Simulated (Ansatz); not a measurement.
Born–Oppenheimer molecular dynamics of CH7AlO (10 atoms, charge 0, multiplicity 1). It starts at the highest image of a converged band, a first-order saddle point between two minima.

Method: Ansatz, UKS PBE0/cc-pVDZ.

```yaml
ensemble: NVE (velocity Verlet)
time_step: 0.5 fs
steps_asked: 200
starting_velocities_drawn_for: 300 K
seed: 2967
```

First frame:

```xyz
10
Properties=species:S:1:pos:R:3
Al -0.343 1.276 0.729
O -0.193 0.004 -0.660
C -0.051 -1.397 -0.519
H -1.364 2.452 0.421
H -0.056 0.654 2.167
H 0.832 0.769 -0.567
H 1.234 1.581 -0.110
H 0.156 -1.844 -1.504
H 0.769 -1.663 0.172
H -0.985 -1.832 -0.129
```

Task: How far do the bonds stretch over the last three quarters of this one trajectory? (Pairs bonded in most of those frames.)

Result: 
```csv
bond,mean (Å),spread (Å),shortest,longest
Al1–O2,1.721,0.066,1.62,1.83
Al1–H4,1.588,0.014,1.57,1.61
Al1–H5,1.598,0.026,1.56,1.64
O2–C3,1.397,0.033,1.35,1.46
C3–H8,1.110,0.044,1.04,1.17
C3–H9,1.108,0.029,1.06,1.16
C3–H10,1.108,0.015,1.08,1.13
H6–H7,0.764,0.017,0.74,0.79
```

Mean temperature of the second half: 733 K. The conserved energy stayed within 0.27 meV per atom of its start (net change 0.2 meV per atom), so the integration is sound. The kinetic energy rose, since the run started high on the potential surface and went downhill. It ends in pieces (CH5AlO + H2), so much of that is their flight and rotation, not heat. A run of 0.1 ps of so small a system gives no equilibrium averages. The orbitals were unrestricted but ended closed-shell.

The run took 7.9 min on 2 threads of Arm Neoverse V1, with other jobs on the host, peak memory 0.21 GiB.
